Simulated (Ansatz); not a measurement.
**Structure relaxation of SbC₂**

Theory: DFT PBE, scalar-relativistic, plane waves, PAW (Ansatz). Cutoff 420 eV, Γ-centred k mesh, Gaussian smearing, no spin polarisation in the final step.

SbC₂ was placed on the fluorite structure type (Fm-3m, No. 225), with Sb in place of Ca, C in place of F, at a guessed volume.

```
Sb C
1.0
     0.00000    2.76109    2.76109
     2.76109    0.00000    2.76109
     2.76109    2.76109    0.00000
Sb C
1 2
Direct
  0.00000 0.00000 0.00000
  0.25000 0.25000 0.25000
  0.75000 0.75000 0.75000
```

Cell and atoms relax at zero pressure; the relaxation can't lower the symmetry of the start.

Energies over the elements count from the elements' standard structures at the same level, with no empirical corrections.

(1) What does it relax into?

(2) What are its volume, energy, density and gap?

## Answers

(1) It keeps Fm-3m (No. 225). The result has the fluorite structure. Conventional cell: a = 5.459 Å. Sb has 8 C at 2.36 Å; around C lie 4 Sb at 2.36 Å and 6 C at 2.73 Å.

```cif
data_structure
_symmetry_space_group_name_H-M 'Fm-3m'
_symmetry_Int_Tables_number 225
_cell_length_a 5.4590
_cell_length_b 5.4590
_cell_length_c 5.4590
_cell_angle_alpha 90.000
_cell_angle_beta 90.000
_cell_angle_gamma 90.000
_cell_volume 162.68
loop_
_atom_site_label
_atom_site_type_symbol
_atom_site_symmetry_multiplicity
_atom_site_Wyckoff_symbol
_atom_site_fract_x
_atom_site_fract_y
_atom_site_fract_z
_atom_site_occupancy
Sb1 Sb 4 a 0.00000 0.00000 0.00000 1
C1 C 8 c 0.25000 0.75000 0.75000 1
```

(2) The volume per atom is 13.56 Å³ and the density is 5.95 g/cm³. The energy over the elements is 2.61 eV/atom. The gap on the 14×14×14 mesh is 0 eV (a metal).

The final run used a 14×14×14 mesh on its 3-atom cell and 0.10 eV smearing. The k mesh leaves about 4 meV/atom of noise in metals. Spin–orbit coupling is left out. A structure relaxed within its symmetry needn't be a true minimum. The steps took roughly 17 core-seconds in all.

Cost: 2 runs of about 0.29 core-minutes in all, on Arm Neoverse V2 (shared hosts).